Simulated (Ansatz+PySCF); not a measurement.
The numbers below are computed, except where a source is named.
**Several solutions for singlet HF**

```
atom   x (Å)   y (Å)    z (Å)
   H  0.0000  0.0000  -1.9876
   F  0.0000  0.0000   0.2208
```

Basis set: 6-31G (spherical functions). Charge 0, multiplicity 1.

PBE0 (unrestricted) was run from several starts with Ansatz (development build ahead of 0.2.0) and PySCF 2.14.0.

| run | program | start | converged | energy (hartree) | <S²> |
| --- | --- | --- | --- | --- | --- |
| A | Ansatz | search for the lowest state | yes | -100.13462 | 0.82 |
| B | Ansatz | stability test followed | yes | -100.13462 | 0.82 |
| C | Ansatz | atomic start, no search | yes | -100.09031 | 0.00 |
| D | PySCF | program defaults | yes | -100.09031 | 0.00 |

(1) Which runs reached the lowest solution of this kind, and what is wrong with the others?

Answers

(1) A, B reached the lowest solution found. Converged but too high: C by 1.21 eV, D by 1.21 eV. Convergence only shows a stationary point, and even a stable one can lie too high; stability tests and further starts are what find lower ones. Caution: charge can spread falsely over distant fragments. Caution: the unrestricted determinant is a mixture of spin states.
